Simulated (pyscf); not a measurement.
# Routes from HCl (SMILES Cl) + Cl–GeH: (SMILES [Cl][GeH]) [singlet]

Candidate steps break at most two bonds and form at most two. Each was searched with GFN2-xTB (tblite) first. PySCF, gas phase, ωB97X-D3(BJ)/def2-SVP geometries. Correlated levels are frozen-core, on RHF or UHF. ΔMP2 is the change of the MP2 total energy from the triple- to the quadruple-zeta basis. Energies: CCSD(T)/def2-TZVPP + ΔMP2(QZVPP), eV, from the separated reactants, singlet surface; ΔG‡ with ideal gas, 1 atm, RRHO with modes under 100 cm⁻¹ raised to 100, one conformer, R ln 2 for chiral ones without a mode under 150 cm⁻¹.

```json
[
 {"products": "Cl–GeH: [singlet] + HCl", "type": "four-centre exchange", "ΔE‡": "0.10", "ΔE": "0.00", "ΔG‡ 298 K": "0.49", "ΔG‡ 900 K": "1.39", "ν‡ (cm⁻¹)": "637i"},
 {"products": "Cl–GeH₂–Cl", "type": "insertion", "ΔE‡": "0.54", "ΔE": "-1.92", "ΔG‡ 298 K": "0.93", "ΔG‡ 900 K": "1.79", "ν‡ (cm⁻¹)": "1164i"}
]
```

Row 1: On the reactant side the descent ends in a bound adduct, 0.35 eV under the separated species and 0.31 eV under the saddle at ωB97X-D3(BJ)/def2-TZVP. On the product side the descent ends in a bound adduct, 0.35 eV under the separated species and 0.31 eV under the saddle at ωB97X-D3(BJ)/def2-TZVP. Row 2: On the reactant side the descent ends in a bound adduct (not fully relaxed), 0.35 eV under the separated species and 0.86 eV under the saddle at ωB97X-D3(BJ)/def2-TZVP. 

Plain bond fissions and candidates not yet searched are not listed, and one of them may be faster. Each barrier is that of the saddle found; lower ones may exist. The CCSD(T) − MP2 part came from Ansatz, without density fitting, on the same reference. The frozen core leaves the outer d or s,p core shells of the metals and heavy elements correlated in the MP2 and CC values, and def2-TZVPP describes them poorly, which can shift differences by a few kcal/mol. Elements up to Kr have no core potential and no relativistic terms here.
